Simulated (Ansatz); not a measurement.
Total energies of `FC1C=CO1`.

Z-matrix (Å, degrees):
```
C
C 1 1.501
C 1 1.929 2 43.5
F 1 1.345 2 119.0 3 117.4
O 1 1.454 2 88.9 3 3.4
H 1 1.093 2 117.4 3 -107.9
H 2 1.075 1 136.1 3 174.1
H 3 1.082 1 168.1 2 -156.3
```

The species carries charge 0 and has multiplicity 1. All single points use the PBE0-D4/def2-TZVP geometry. Basis def2-TZVPP, the Gaussian-basis code of Ansatz.

RPA on PBE orbitals: Hartree–Fock energy of these orbitals -289.63139 Eh, correlation -1.47735 Eh (frozen core).

| functional | energy without D4 (Eh) | D4 term (kJ/mol) |
| --- | --- | --- |
| LDA (SPW92) | -289.00415 | – |
| r2SCAN | -291.08580 | -2.9 |
| B97M-V | -291.17673 | – |
| B3LYP | -291.23276 | -20.0 |
| r2SCANh | -291.06909 | -3.1 |
| r2SCAN0 | -291.04532 | -3.4 |
| HSE06 (plane-wave form) | -290.90623 | -9.3 |
| BHLYP | -291.08236 | -13.4 |
| CAM-B3LYP | -291.12232 | -10.1 |
| LC-ωPBE | -291.05346 | – |
| ωB97X-V | -291.14078 | – |
| ωB97M-V | -291.14324 | – |
| B2PLYP | -291.02778 | – |
| PBE-QIDH | -290.87450 | – |

Task: Give the same for PBE, revPBE, BLYP, PBE0. (Best estimate.)

Result: Computed: 
```json
{"functional": "PBE", "energy without D4 (Eh)": "-290.91539", "D4 term (kJ/mol)": "-12.4"}
{"functional": "revPBE", "energy without D4 (Eh)": "-291.14648", "D4 term (kJ/mol)": "-46.5"}
{"functional": "BLYP", "energy without D4 (Eh)": "-291.16824", "D4 term (kJ/mol)": "-28.8"}
{"functional": "PBE0", "energy without D4 (Eh)": "-290.91980", "D4 term (kJ/mol)": "-10.2"}
```

B3LYP takes the VWN-RPA correlation (the form of Gaussian; ORCA's B3LYP/G). HSE06 is the plane-wave form, built on full-range PBE exchange. The double hybrids freeze the cores in their second-order part.

LC-ωPBE has ω = 0.4 bohr⁻¹.
